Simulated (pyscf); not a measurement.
•H₂Si–Cl + hydrogen chloride (HCl) → •H₂Si–Cl + hydrogen chloride (HCl) (four-centre exchange; doublet surface; Cl–Si, Cl–H broken, Cl–Si, Cl–H formed). Optimised with ωB97X-D3(BJ)/def2-SVP in PySCF. MP2 and CC: frozen core, UHF for open shells. ΔMP2 is the change of the MP2 total energy from the triple- to the quadruple-zeta basis. Energies in kJ/mol from the separated reactants.

```json
[
 {"level": "PBE/def2-TZVP", "barrier": "83.9", "reaction energy": "0.0"},
 {"level": "r²SCAN/def2-TZVP", "barrier": "97.1", "reaction energy": "0.0"},
 {"level": "B3LYP-D3(BJ)/def2-TZVP", "barrier": "?", "reaction energy": "0.0"},
 {"level": "ωB97M-D3(BJ)/def2-TZVP", "barrier": "112.5", "reaction energy": "0.0"},
 {"level": "HF/def2-TZVP", "barrier": "196.9", "reaction energy": "0.0"},
 {"level": "CCSD/def2-TZVPP", "barrier": "141.8", "reaction energy": "0.0"},
 {"level": "CCSD(T)/def2-TZVPP + ΔMP2(QZVPP)", "barrier": "?", "reaction energy": "0.0"}
]
```

Fill in the missing entries.


- B3LYP-D3(BJ)/def2-TZVP, barrier: 103.9
- CCSD(T)/def2-TZVPP + ΔMP2(QZVPP), barrier: 125.3

Of the functionals in the table, ωB97M-D3(BJ) is closest to CCSD(T)/def2-TZVPP + ΔMP2(QZVPP) in the barrier (12.8 kJ/mol apart) and PBE least close (41.3 kJ/mol); that level has limits of its own. The same reactants have a lower exit, to Cl–SiH₂–Cl + H• (barrier +42.9 kJ/mol at ωB97M-D3(BJ), against +112.5 kJ/mol here). This is the saddle that the search found; another between the same sides may lie lower. The CCSD(T) − MP2 part came from Ansatz, without density fitting, on the same reference.
